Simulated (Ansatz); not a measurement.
## How the elastic constant C13 of 1T (CdI2-type) SnSe2 moves with the method

No measured value is used here.

**Question.** Put these levels in order of the elastic constant C13 that they give for 1T (CdI2-type) SnSe2, smallest first: LDA (Ansatz, a program for electronic structure), PBE (Ansatz), PBE-D3(BJ) (Ansatz), PBE-D4 (Ansatz), r²SCAN (Ansatz).

**Answer.** PBE (1.76 GPa), r²SCAN (5.97 GPa), PBE-D3(BJ) (17.7 GPa), PBE-D4 (18.2 GPa), LDA (22.3 GPa)

Unless a cell is named, each level is at its own relaxed cell (LDA 24.56, PBE 30.32, PBE-D3(BJ) 25.57, PBE-D4 25.53, r²SCAN 27.80 Å³/atom).

PBE, r²SCAN: the cell comes from a level without a dispersion term, which matters for the spacing of layers, chains or molecules. LDA: LDA has no dispersion term either, though it tends to give short spacings of layers, chains or molecules. PBE-D3(BJ), PBE-D4: the dispersion coefficients are held fixed in the derivatives. Each level is taken at its own relaxed cell. Cutoffs and k meshes differ between the levels. Ansatz's density-functional and Hartree–Fock values are scalar-relativistic unless marked +SOC, with PAW data made under PBE.
